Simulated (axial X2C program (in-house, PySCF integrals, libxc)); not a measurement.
# BCN⁺: properties at the nuclei

Calculated with an axial X2C code built on PySCF integrals: two-component X2C with atomic mean-field Coulomb and Gaunt terms, Gaussian nuclei, basis B dyall-v3z, C dyall-v3z, N dyall-av3z with contracted cores.

B–C–N held linear, with bonds 1.450 and 1.165 Å (near the PBE0 minimum at charge 1 of the determinant lowest at the starting distance; the state shown can have its own minimum elsewhere, held linear; other orders of the atoms were not compared).

Input and command:
```json
{"zs": [5, 6, 7], "q": 1, "bas": ["dyall-v3z", "dyall-v3z", "dyall-av3z"], "r0": [1.55, 1.16], "symm": 0, "scan": ["PBE0", "HF", "BHandHLYP"], "levels": ["PBE0", "HF", "LDA"], "nst": 2}
```
```bash
python solin.py task.json out
```

Keys: zs atomic numbers; q charge; bas basis sets; r0 starting distance in Å; symm equal bonds; scan levels of the two-bond scan; levels methods; nst determinants followed.

Determinant lowest in the PBE0 search, Ω = 1/2 (⟨Sz⟩ = 0.50, ⟨Lz⟩ = 0.00 at PBE0), spin on the atoms B 0.51, C 0.06, N -0.07:

```json
{"level": "PBE0", "Eeff magnitude (GV/cm)": "0.0149", "Ws magnitude B (kHz)": "0.00952", "Ws magnitude C (kHz)": "0.00257", "Ws magnitude N (kHz)": "0.000141", "A∥/gI B (MHz)": "760", "qzz B (a.u.)": "-0.58", "A∥/gI C (MHz)": "119", "qzz C (a.u.)": "-0.32", "A∥/gI N (MHz)": "16.6", "qzz N (a.u.)": "-1.56"}
{"level": "HF", "Eeff magnitude (GV/cm)": "0.0172", "Ws magnitude B (kHz)": "0.00972", "Ws magnitude C (kHz)": "0.00285", "Ws magnitude N (kHz)": "0.000947", "A∥/gI B (MHz)": "802", "qzz B (a.u.)": "-0.65", "A∥/gI C (MHz)": "107", "qzz C (a.u.)": "-0.33", "A∥/gI N (MHz)": "0.0211", "qzz N (a.u.)": "-1.73"}
{"level": "LDA", "Eeff magnitude (GV/cm)": "0.0144", "Ws magnitude B (kHz)": "0.00938", "Ws magnitude C (kHz)": "0.00242", "Ws magnitude N (kHz)": "1.08e-05", "A∥/gI B (MHz)": "747", "qzz B (a.u.)": "-0.56", "A∥/gI C (MHz)": "107", "qzz C (a.u.)": "-0.33", "A∥/gI N (MHz)": "16.3", "qzz N (a.u.)": "-1.51"}
```

Eeff is the effective electric field on the electron electric dipole moment in this Ω state and Ws the scalar–pseudoscalar constant of the nucleus named (defined with the proton number Z and per Ω); A∥ (defined per Ω) follows by multiplying with gI = μI/(I μN); qzz is the electric field gradient, eQq0 = 234.96 MHz × Q/barn × qzz. The operators were transformed with the bare-nucleus X2C matrices; with these basis sets, hyperfine constants and field gradients can be off by tens of per cent, and where levels differ in sign neither size nor sign is settled.

Problem. With gI(11B) = 1.7924, Q(11B) = 0.04059 barn, gI(13C) = 1.4048, Q(14N) = 0.02044 barn (g factors from the IAEA table of nuclear moments by Stone; Q from Pyykkö, Mol. Phys. 2018), turn the PBE0 values of the first state into constants in MHz.

Solution. A∥(11B) = 760 × 1.7924 = 1360 MHz; eQq0(11B) = 234.96 × (0.04059) × (-0.58) = -5.53 MHz; A∥(13C) = 119 × 1.4048 = 167 MHz; eQq0(14N) = 234.96 × (0.02044) × (-1.56) = -7.49 MHz.

The molecule was held linear; bending was not examined, so a bent shape may lie lower.

Each state is one determinant with collinear spin. Unrestricted Hartree–Fock can overshoot spin polarisation at the nuclei. The search compared states at one distance, so a state with another bond length can lie lower. The sign of Ws at N differs between levels in the first state.
